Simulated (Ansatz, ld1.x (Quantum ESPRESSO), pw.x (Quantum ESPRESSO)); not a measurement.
cadmium (Cd): one change to the TM potential, in the atom and in the bcc crystal

```json
{"Element": "Cd (Z = 48)", "Generator": "ld1.x (Quantum ESPRESSO) 7.5", "Type": "norm-conserving Troullier–Martins (Kleinman–Bylander form)", "Functional": "PBEsol", "Relativity": "scalar-relativistic", "Frozen core": "[Kr]", "Valence charge": "12", "Reference configuration": "4d10 5s2 5p0", "Partial waves": "5p (bound, empty): rc 2.70 bohr; 4d (bound): rc 1.60 bohr; 5s (bound): rc 1.70 bohr", "Local potential": "the s channel", "Core correction": "Bessel-smoothed model core inside 1.40 bohr"}
```

Change: local potential all-electron potential smoothed inside 2.35 bohr (lloc = -2).

Cutoffs, loose and tight: the cutoffs (Ry, on a coarse ladder) from which the occupation-weighted sum of valence levels, in a spherical-Bessel basis at the reference potential, stays within 10 and 1 mRy of its value at 400 Ry. They do not see the model core or the augmentation charge, which bear on the density cutoff. Test errors are all-electron minus pseudo excitation energies from the reference, over the configurations 4d10 5s1 5p0; 4d10 5s0 5p0; 4d9 5s0 5p0; 4d10 5s1.5 5p0; 4d9 5s2 5p1; 4d10 5s0 5p2; 4d10 5s1 5p1; variants that change the core or the reference have their own tests.

Crystal test: bcc Cd in pw.x 7.5, no spin, 13³ k-points, Fermi–Dirac smearing 0.01 Ry, cutoffs set for each file from its atomic test. The reference is all-electron LAPW (Ansatz 0.2.0) with the same functional, mesh and smearing; V0 and B0 come from Birch–Murnaghan fits to the pressures at five volumes. Errors are pseudo minus all-electron; Δ is the rms difference of the E(V) curves that follow from these fits, minima aligned, over ±6 % about the mean V0. Mesh and smearing are coarse, so the numbers serve the comparison and aren't converged zero-temperature values; the lattice is a test structure that the element need not adopt.

All-electron: a0 = 3.496 Å (V0 = 21.36 Å³/atom), B0 = 53.6 GPa.

Q: Does the change bring the crystal closer to the all-electron result?

A: The mean pressure error goes from +1.23 to +1.02 GPa, so the change moves the solid closer to the all-electron pressures.

| quantity | base | changed |
| --- | --- | --- |
| outcome (atom) | generated | generated |
| cutoff, loose (atom) | 70 Ry | 70 Ry |
| cutoff, tight (atom) | 120 Ry | 120 Ry |
| bound ghosts (atom) | none | none |
| largest test error (meV) (atom) | -237 | -217 |
| cutoffs in pw.x (Ry) | 145/580 | 145/580 |
| a0 (Å) | 3.521 | 3.516 |
| a0 error (%) | +0.71 | +0.59 |
| B0 error (%) | -2.4 | -2.1 |
| Δ (meV/atom) | 5.3 | 4.5 |
| mean pressure error (GPa) | +1.23 | +1.02 |

Base: This is a poor potential for the solid. Changed file: This is a poor potential for the solid. The atomic cutoffs weigh occupied waves only.
